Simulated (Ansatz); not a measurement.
A nudged elastic band was laid between two geometries of AlClFH$_{3}$ (6 atoms, charge 0, multiplicity 1).

Computed with RHF/def2-SVP in Ansatz 0.2.0.

| Item | Value |
| --- | --- |
| movable images | 5 |
| climbing image | yes |
| spring | 5.0 eV/Å² |
| optimiser | quadratic models (default) |
| start path | through a guess of the saddle point |
| force threshold | 0.03 eV/Å |
| iteration limit | 60 |
| end points | relaxed |

Image 0:

```xyz
6
Properties=species:S:1:pos:R:3
Al 0.006 0.013 0.114
Cl -0.001 0.487 2.226
H 1.390 0.144 -0.613
H -1.387 0.065 -0.603
F 0.066 -1.998 0.685
H 0.070 -2.008 1.602
```

Image 6:

```xyz
6
Properties=species:S:1:pos:R:3
Al 0.016 -0.376 -0.317
Cl 0.018 -0.084 2.479
H 1.389 0.298 -0.664
H -1.396 0.218 -0.654
F 0.064 -1.989 0.124
H 0.054 -1.362 2.442
```

(1) Which bonds break or form, and what moves?

(2) What energy profile does the band end with?

(3) What is the geometry of the highest image?

(4) What are the harmonic wavenumbers there?

Results:

(1) Bonds broken: Al1–Cl2, F5–H6. Bonds formed: Cl2–H6. AlClFH3 becomes AlFH2 + ClH.

(2) The run converged. The highest image is number 3 of 0 to 6, 0.65 eV above the first end and 0.56 eV above the last; the last end lies 0.09 eV above the first. A vibrational analysis at the climbing image gives one clearly imaginary mode, 1251i cm⁻¹: a first-order saddle point. The orbitals stay closed-shell, which can raise the energy where a bond breaks towards radicals; this wasn't checked here.

```json
{"image": "0", "path coordinate (Å)": "0.00", "energy (eV)": "0.00", "Al1–Cl2 (Å)": "2.16", "F5–H6 (Å)": "0.92", "Cl2–H6 (Å)": "2.57"}
{"image": "1", "path coordinate (Å)": "0.31", "energy (eV)": "0.05", "Al1–Cl2 (Å)": "2.20", "F5–H6 (Å)": "0.93", "Cl2–H6 (Å)": "2.18"}
{"image": "2", "path coordinate (Å)": "0.62", "energy (eV)": "0.29", "Al1–Cl2 (Å)": "2.30", "F5–H6 (Å)": "0.98", "Cl2–H6 (Å)": "1.82"}
{"image": "3", "path coordinate (Å)": "0.92", "energy (eV)": "0.65", "Al1–Cl2 (Å)": "2.42", "F5–H6 (Å)": "1.21", "Cl2–H6 (Å)": "1.50"}
{"image": "4", "path coordinate (Å)": "1.25", "energy (eV)": "0.32", "Al1–Cl2 (Å)": "2.58", "F5–H6 (Å)": "1.61", "Cl2–H6 (Å)": "1.32"}
{"image": "5", "path coordinate (Å)": "1.58", "energy (eV)": "0.13", "Al1–Cl2 (Å)": "2.74", "F5–H6 (Å)": "2.00", "Cl2–H6 (Å)": "1.28"}
{"image": "6", "path coordinate (Å)": "1.91", "energy (eV)": "0.09", "Al1–Cl2 (Å)": "2.81", "F5–H6 (Å)": "2.40", "Cl2–H6 (Å)": "1.28"}
```

(3) 
```xyz
6
Properties=species:S:1:pos:R:3
Al 0.013 -0.259 -0.059
Cl 0.015 0.001 2.350
H 1.405 0.157 -0.635
H -1.403 0.090 -0.618
F 0.063 -1.925 0.650
H 0.052 -1.361 1.723
```

(4) 1251i, 306, 419, 510, 557, 645, 795, 838, 949, 1561, 2091, 2099 cm⁻¹.

Time of the run: 24 s on 1 thread of Arm Neoverse V1, with other jobs on the host, peak memory 0.11 GiB.
